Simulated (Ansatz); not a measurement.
Reaction (SMILES): C1=CC1 + 4 [H][H] (H2) → 3 C (CH4)
B3LYP-D3(BJ)/def2-TZVP geometries, fixed; electronic energies without zero-point terms.
Largest species:
```xyz
7

C     -0.0054     0.0051     0.8609
C     -0.0002    -0.6463    -0.4958
C      0.0065     0.6404    -0.5035
H      0.9023     0.0040     1.4624
H     -0.9206     0.0134     1.4509
H     -0.0016    -1.5779    -1.0322
H      0.0147     1.5655    -1.0509
```
Charge 0, spin multiplicity 1.

The energy of full hydrogenation at CCSD(T) with Ansatz (an electronic-structure program), in kcal/mol, split into its Hartree-Fock and correlation parts. Cores are frozen. No added dispersion term, no relativity. Functions are those of the species that has most.

```tsv
basis	X	functions	Hartree-Fock	CCSD(T)
cc-pVDZ	2	62	-155.73	-143.53
cc-pVTZ	3	146	-152.34	-142.60
cc-pVQZ	4	285	-151.69	-141.94
```

Worked estimate of the basis-set limit from each neighbouring pair, with Hartree-Fock from the larger set and the correlation part extrapolated as X^-3.
Correlation parts: X = 2: 12.20, X = 3: 9.74, X = 4: 9.75.
- (2,3): (27·(9.74) - 8·(12.20))/19 = 8.70; with Hartree-Fock -152.34 the estimate is -143.64 kcal/mol.
- (3,4): (64·(9.75) - 27·(9.74))/37 = 9.76; with Hartree-Fock -151.69 the estimate is -141.93 kcal/mol.
The last two estimates differ by 1.70 kcal/mol; the largest set lies 0.01 from the last. Over the last step Hartree-Fock moves by 0.65 and the correlation part by 0.01.
